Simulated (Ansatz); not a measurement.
System: rutile SnO₂. Method: PBE-D3(BJ) in Ansatz (PAW).

Run with plane-wave cutoff 520 eV, 8×8×10 k mesh (along the axes of the cell as run), Fermi–Dirac smearing 0.01 eV, scalar-relativistic PAW data made under PBE.

Equation-of-state points:

| V (Å³/atom) | E − E_lowest (meV/atom) |
|---|---|
| 11.876 | 11.97 |
| 12.124 | 2.87 |
| 12.371 | 0.00 |
| 12.619 | 2.63 |
| 12.866 | 10.08 |

Question: What bulk modulus B0 and pressure derivative B′ does a third-order Birch–Murnaghan fit give?

Answer: V0 = 12.371 Å³/atom, B0 = 177 GPa, B′ = 5.4 (fit to the energies at full precision).

Shape and atoms are relaxed at each volume.

Measured, for comparison: bulk modulus 212 GPa (temperature not stated, not corrected to a static lattice, from measured elastic constants; as tabulated in Toher et al. (2017), arXiv:1611.05714). Computed (rounded) less measured: bulk modulus -17 %.

Note: the bulk modulus comes from volumes at which shape and atoms were relaxed.

Spin–orbit coupling is not included.

Computed values are for the static lattice.

The result took very roughly 6 core-minutes.

Ansatz is a program for electronic structure.
